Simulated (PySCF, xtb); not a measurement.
diphosphorus (P2), SMILES P#P.

GFN2-xTB in xtb at its own geometry gives an orbital gap of 2.49 eV and a dipole moment of 0.00 D.

Geometry optimised at B3LYP-D3(BJ)/def2-TZVPD.

Task: What does CAM-B3LYP/def2-TZVPD (PySCF) give? (An estimate is asked for; the answer gives what the named calculation found.)

Result: gap 7.76 eV (levels -9.24 and -1.49 eV), dipole 0.00 D.
